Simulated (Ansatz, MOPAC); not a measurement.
Process, species as SMILES: O(C(C)C)C + 2 C (CH4) + O (H2O) -> 2 CC (C2H6) [ethane] + 2 CO (CH4O)

Wanted: bond separation energy (enthalpy at 298 K), in kcal/mol. Set-up: no spin-orbit coupling; six Cartesian d functions in 6-31G* and its kin unless marked 5d; non-relativistic; frozen cores in correlated levels; no dispersion term unless named. First-principles rows: single points at B3LYP-D3(BJ) geometries (Ansatz, an electronic-structure program), with unscaled harmonic terms from B3LYP/6-31G* (Ansatz) at its own minima. Semi-empirical rows: MOPAC heats of formation at their own minima for 298 K.

```json
[
 {"species": "COC(C)C", "coefficient": "-1", "E at MP2/6-31G* (Ansatz), Eh": "-232.84472", "E at PBE/def2-TZVPD (Ansatz), Eh": "-233.43765", "H(298 K) - E, kcal/mol": "90.83", "heat of formation at AM1 (MOPAC), kcal/mol": "-62.91"},
 {"species": "C (CH4)", "coefficient": "-2", "E at MP2/6-31G* (Ansatz), Eh": "-40.33255", "E at PBE/def2-TZVPD (Ansatz), Eh": "-40.46301", "H(298 K) - E, kcal/mol": "30.76", "heat of formation at AM1 (MOPAC), kcal/mol": "-8.79"},
 {"species": "CC (C2H6)", "coefficient": "+2", "E at MP2/6-31G* (Ansatz), Eh": "-79.49472", "E at PBE/def2-TZVPD (Ansatz), Eh": "-79.73096", "H(298 K) - E, kcal/mol": "49.98", "heat of formation at AM1 (MOPAC), kcal/mol": "-17.44"},
 {"species": "CO (CH4O)", "coefficient": "+2", "E at MP2/6-31G* (Ansatz), Eh": "-115.34601", "E at PBE/def2-TZVPD (Ansatz), Eh": "-115.63215", "H(298 K) - E, kcal/mol": "34.95", "heat of formation at AM1 (MOPAC), kcal/mol": "-57.05"},
 {"species": "O (H2O)", "coefficient": "-1", "E at MP2/6-31G* (Ansatz), Eh": "-76.19675", "E at PBE/def2-TZVPD (Ansatz), Eh": "-76.38111", "H(298 K) - E, kcal/mol": "15.65", "heat of formation at AM1 (MOPAC), kcal/mol": "-59.25"}
]
```

Measured values: Active Thermochemical Tables 1.112 (ions: stationary electron), as tabulated in the package chemicals; CRC Handbook, as tabulated in the package chemicals; they hold spin-orbit and core effects, anharmonicity and other conformers.  Value to compare with, the measured value: 17.7 kcal/mol. 1 Eh = 627.5095 kcal/mol.

Problem. Work the quantity out at each level, and compare with the measured value.

Solution. 
- MP2/6-31G*: the sum of coefficient times E is 0.02511 Eh, or 15.76 kcal/mol; the thermal terms add 1.86. Result: 17.6 kcal/mol. Its error against the measured value is -0.1 kcal/mol.
- PBE/def2-TZVPD: the sum of coefficient times E is 0.01856 Eh, or 11.65 kcal/mol; the thermal terms add 1.86. Result: 13.5 kcal/mol. Its error against the measured value is -4.2 kcal/mol.
- AM1: the sum of coefficient times heat of formation is -9.24 kcal/mol; it needs no thermal term. Its error against the measured value is -26.9 kcal/mol.
